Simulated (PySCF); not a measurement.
**Stationary points of SF4**

Method: PySCF, BP86, basis S def2-TZVP, F def2-TZVP (no relativity, density fitting).

Relaxations began from a few typed shapes. The search is not exhaustive: other isomers or separated fragments can lie lower, and high-lying points may rest on an excited occupation.

**Question.** Order these stationary points by electronic energy, lowest first, in kJ/mol from the lowest minimum.
A. singlet C2v: S–F 1.588 Å (×2), S–F 1.688 Å (×2); F–S–F 88.1° (×4), F–S–F 100.8°, F–S–F 174.2°
B. singlet Td: S–F 1.747 Å (×4); F–S–F 109.5° (×6)
C. singlet C4v: S–F 1.648 Å (×4); F–S–F 83.6° (×4), F–S–F 141.1° (×2)
D. singlet D4h: S–F 1.709 Å (×4); F–S–F 90.0° (×4), F–S–F 180.0° (×2)

**Answer.** A (0.0), C (39.0), B (209.8), D (226.0).

**Question.** Which of them are minima?

**Answer.** By energy in kJ/mol, 0.0: minimum; 39.0: saddle point, 1 imaginary mode; 209.8: saddle point, 3 imaginary modes; 226.0: saddle point, 2 imaginary modes.

Counting electrons, sulfur keeps 2 of its valence electrons outside its bonds, so the VSEPR class is AX4E1 and the expected shape is see-saw (C2v), as computed.
